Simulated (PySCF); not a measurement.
Cluster of hydronium and hydrogen chloride (H4ClO(+))

Made of hydronium and hydrogen chloride. The whole: charge +1, singlet.

```csv
part,name,SMILES,atoms,charge,multiplicity
1,hydronium,[OH3+],1–4,+1,1
2,hydrogen chloride,Cl,5–6,0,1
```

Coordinates in Å:
```
O1      0.115    0.056    0.112
H2     -0.574    0.747   -0.257
H3     -0.169   -0.866   -0.030
H4      1.014    0.199   -0.236
Cl5    -1.802    1.977   -0.899
H6     -2.205    2.465    0.226
```

In these coordinates H2···Cl5 is 1.853 Å. Part 2 is then moved rigidly along that line, all else held; at short range other atoms may come into contact.

The starting structure comes from a short search with a few starts; no frequency run checks that it is a minimum, and another way of binding may lie lower.

Method: CCSD(T)/aug-cc-pVDZ and MP2/aug-cc-pVTZ, aug-cc-pVQZ counterpoise interaction energy, frozen core, gas phase (PySCF). The geometry comes from PBE0-D3(BJ)/def2-TZVPD.

Counterpoise energies in kcal/mol, cluster less the parts frozen as they stand in it; small is aug-cc-pVDZ, large aug-cc-pVQZ. Estimated limit: HF in aug-cc-pVQZ, MP2 correlation extrapolated as X⁻³ from aug-cc-pVTZ and aug-cc-pVQZ, and CCSD(T) less MP2 in aug-cc-pVDZ; it isn't the exact limit.

Problem. How do the values run over the points 1.668, 1.760, 1.853, 1.946, 2.038, 2.316, 2.780, 3.706?

Solution. 
| H2···Cl5 (Å) | HF large | MP2 large | SCS-MP2 large | CCSD(T) small | CCSD(T) limit est. |
| --- | --- | --- | --- | --- | --- |
| 1.668 | -9.26 | -14.97 | -13.52 | -11.87 | -14.58 |
| 1.760 | -11.76 | -16.73 | -15.46 | -14.12 | -16.42 |
| 1.853 | -13.04 | -17.34 | -16.24 | -15.13 | -17.10 |
| 1.946 | -13.50 | -17.20 | -16.25 | -15.33 | -17.01 |
| 2.038 | -13.42 | -16.59 | -15.77 | -15.01 | -16.45 |
| 2.316 | -11.60 | -13.55 | -13.04 | -12.66 | -13.49 |
| 2.780 | -7.78 | -8.58 | -8.35 | -8.33 | -8.55 |
| 3.706 | -3.46 | -3.56 | -3.50 | -3.53 | -3.52 |

The 8 runs took 8 min in all, one thread each of Arm Neoverse N1 on a shared host, launched as `OMP_NUM_THREADS=1 python cluster_run.py task.json out`.
